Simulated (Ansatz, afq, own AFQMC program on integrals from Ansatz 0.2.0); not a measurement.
Integrals from Ansatz 0.2.0, then the random walk in our own AFQMC program (afq).

```yaml
crystal:
  periodic: [false, false, false]
  atoms:
    - {symbol: Ge, position_ang: [0.000000, 0.000000, 2.186933]}
    - {symbol: Si, position_ang: [0.000000, 0.000000, -0.125967]}
    - {symbol: S, position_ang: [0.000000, 0.000000, -2.060967]}
basis:
  gaussian: {orbitals: cc-pVDZ}
magnetization: {spin_polarized: true, initial_magnetization: 2}
correlation: {method: ccsd_t, electrons: outside_noble_gas, hamiltonian_folder: ham}
```

```sh
$ ansatz run in.yaml --threads 1 --pin off --events-out ev --progress --plain --max-ram 1382MiB
```

afq runs on the folder ham with

```
--method free --trial cisd --walkers 60 --time-step 0.03 --max-blocks 80 --target-error 0.00045 --factor-cut 1e-05 --seed 948 --times 0,0.21,0.42,0.81,1.2,1.8,2.4,3 --taylor-order 8
```

Times are imaginary, in 1/Eh. The walk had a cap of 1812 s. Filled inner d shells are frozen with the cores.

Output of the walk:

```
orbitals 39  electrons 8 6  factors 298 of 706
reference energy -2761.79178707 Eh
CCSD correlation -0.29262045 Eh in 14 cycles, weight of the determinant in the CISD state 0.8136
repeat  energy at the last time / Eh  error
    10  -2762.102315  0.001508
    20  -2762.102230  0.001401
    30  -2762.102954  0.001133
    40  -2762.101923  0.001094
    50  -2762.102190  0.000984
    60  -2762.101806  0.000934
    70  -2762.101473  0.000873
    80  -2762.101267  0.000816
time / (1/Eh)  energy / Eh  error  mean overlap
  0.00  -2762.084468  0.000241  1.2296
  0.21  -2762.089838  0.000329  1.2347
  0.42  -2762.093076  0.000345  1.2425
  0.81  -2762.096464  0.000436  1.2536
  1.20  -2762.098721  0.000496  1.2732
  1.80  -2762.100667  0.000568  1.2910
  2.40  -2762.101144  0.000807  1.3059
  3.00  -2762.101267  0.000816  1.3420
energy -2762.101267 +/- 0.000816 Eh
```

The run passed its tests (error under three times the target), which doesn't prove that it has relaxed.

Against this walk (error 22.2 meV) on the same determinant: CCSD(T) 45.6 meV higher, CCSDT(Q) 44.5 meV lower. The error is statistical, and a free projection of finite length keeps a remainder of its start.

Cautions: remainder of the start not in the error; error above the target (22.2 against 12.2 meV); no relativity below Rb; no spin-orbit coupling; inner d shell frozen; lower spins were not checked.

The walk took 3.8 min on 1 thread of AMD EPYC 9R45 96-Core Processor (Zen 5), with other jobs on the host. The log's last line is the free-projection energy.

CCSDT and higher add their correlation energy to the determinant of the CCSD(T) run, since their own runs factorise the integrals more tightly (a shift of under 2 meV). A walk keeps the symmetry of its determinant, which the program's search chose and which needn't be the lowest solution, so a lower state of the same spin and another symmetry isn't excluded.
